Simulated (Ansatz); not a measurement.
The input, for Ansatz 0.2.0:

```yaml
crystal:
  periodic: [false, false, false]
  atoms:
    - {symbol: O, position_ang: [0.000000, 0.000000, 0.000000]}
    - {symbol: Na, position_ang: [0.000000, 0.000000, 2.515800]}
basis:
  gaussian: {orbitals: cc-pVDZ}
total_charge: 1
correlation: {method: fic_mrcisd_q, electrons: outside_noble_gas, active_space: {window: {electrons: 2, orbitals: 2}}}
```

```sh
$ ansatz run in.yaml --threads 1 --pin off --events-out ev --progress --plain --max-ram 2393MiB
```

Log:

```
295 factors; integrals over basis functions are off by at most 6.0e-4 eV
mean field evaluation 1: about -6430.0066 eV, gradient 2.6e1 eV
mean field evaluation 2: about -6430.0083 eV, gradient 2.6e1 eV
mean field evaluation 4: about -6431.3498 eV, gradient 3.2e-1 eV
mean field evaluation 8: about -6431.3499 eV, gradient 8.2e-5 eV
mean field evaluation 16: about -6431.3499 eV, gradient 1.4e-4 eV
mean field evaluation 32: about -6430.8366 eV, gradient 5.0e-1 eV
mean field evaluation 64: about -6430.7884 eV, gradient 1.7e-3 eV
mean field -6431.34994642 eV, -236.3477512056 hartree, gradient 9.3e-7 eV, S^2 0.000000; 9 other end points of the search recorded, 0 dependent functions left out; unrestricted orbitals would lower it
reference -6431.34994642 eV, -236.3477512056 hartree; 9, 9 occupied and 23, 23 virtual orbitals, 295 factors
state -6432.44273990 eV, -236.3879106251 hartree
contracted CI cycle   1: correlation 0.00000000 eV, 0.0000000000 hartree, residual 2.02e1 eV
contracted CI cycle   2: correlation -3.34283071 eV, -0.1228467629 hartree, residual 2.09e0 eV
contracted CI cycle   3: correlation -3.39110461 eV, -0.1246207957 hartree, residual 4.60e-1 eV
...
contracted CI cycle  17: correlation -3.51027551 eV, -0.1290002455 hartree, residual 1.77e-3 eV
contracted CI cycle  18: correlation -3.51027557 eV, -0.1290002480 hartree, residual 1.19e-3 eV
contracted CI cycle  19: correlation -3.51027560 eV, -0.1290002490 hartree, residual 7.45e-4 eV
contracted CI cycle  20: correlation -3.51027561 eV, -0.1290002494 hartree, residual 4.74e-4 eV
contracted CI cycle  21: correlation -3.51027562 eV, -0.1290002496 hartree, residual 2.64e-4 eV
contracted CI cycle  22: correlation -3.51027562 eV, -0.1290002496 hartree, residual 2.09e-4 eV
contracted CI cycle  23: correlation -3.51027562 eV, -0.1290002497 hartree, residual 2.22e-4 eV
contracted CI cycle  24: correlation -3.51027562 eV, -0.1290002497 hartree, residual 2.26e-4 eV
contracted CI cycle  25: correlation -3.51027562 eV, -0.1290002498 hartree, residual 1.25e-4 eV
contracted CI cycle  26: correlation -3.51027562 eV, -0.1290002498 hartree, residual 4.85e-5 eV
state -6431.91800708 eV, -236.3686270494 hartree; corrected -6435.82757685 eV, -236.5123010887 hartree
state -6432.44273990 eV, -236.3879106251 hartree; corrected -6435.94489096 eV, -236.5166123028 hartree
the orbitals are reached from a further start. From the first start the search ends at -6431.91768650 eV, -236.3686152685 hartree
Total energy: -6435.94489096 eV, -236.5166123028 hartree
```

The active space holds one configuration alone, so it describes no static correlation.

Natural occupations: 1.0000 1.0000.

For the same geometry and basis full CI lies 15.5 meV higher. By full CI's occupations no single determinant describes the state well.

Ran on 1 thread of Arm Neoverse V1, shared host: 0.97 s wall, 0.14 GiB peak host memory.
